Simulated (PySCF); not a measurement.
Gas-phase reaction: (CH3)3Si + 2 C3H8 ⇌ CH3SiH2 + 4 C2H5

Energies from PySCF, thermal terms from the rigid-rotor harmonic-oscillator model, ideal gas at 1 bar. S°(298 K) at PBE0/def2-TZVP differs from the NASA 1993 table for C2H5 (+9 J/mol/K); whether the harmonic model or the table's entry is off was not settled. † marks an energy on the PBE0/def2-TZVP geometry and frequencies; other levels use their own. MP2 and CCSD(T) freeze the core. 6-31G* has spherical d functions here. Open shells (unrestricted): (CH3)3Si (multiplicity 2), CH3SiH2 (multiplicity 2), C2H5 (multiplicity 2); the rest are closed-shell singlets. B3LYP is the form with VWN-RPA correlation. (CH3)3Si, CH3SiH2: computed as isolated molecules; such fragments, hydroxides, amides, oligomers or adducts are transient or little studied in the gas. MP2 isn't extrapolated to the basis-set limit; its ΔH°(298 K) is 817.6 kJ in def2-SVP and 842.2 kJ in def2-TZVPP. CCSD(T) isn't extrapolated to the basis-set limit. The harmonic model lacks anharmonicity and excited electronic states, which grow with temperature; levels with a mode under 35 cm⁻¹ are left out. Internal rotation in (CH3)3Si, C3H8, CH3SiH2, C2H5 is treated as a harmonic vibration of one conformer, which makes the entropy rough.

| level | ΔE electronic, kJ | ΔH°(298 K), kJ | ΔS°(298 K), J/K | ΔG°(1000 K), kJ |
|---|---|---|---|---|
| B3LYP/def2-TZVP† | 788 | 730 | 419 | 304 |
| CCSD(T)/def2-SVP† | 836 | 777 | 419 | 352 |
| HF/6-31G* | 604 | 540 | 412 | 119 |
| MP2/def2-TZVPP† | 901 | 842 | 419 | 417 |
| PBE0/def2-QZVP† | 824 | 766 | 419 | 341 |
| LDA/def2-TZVP† | 976 | 918 | 419 | 493 |
| ωB97X-V/def2-TZVP† | 864 | 805 | 419 | 380 |
ΔH° is lowest at HF/6-31G* and highest at LDA/def2-TZVP†. No reference value is set beside these.
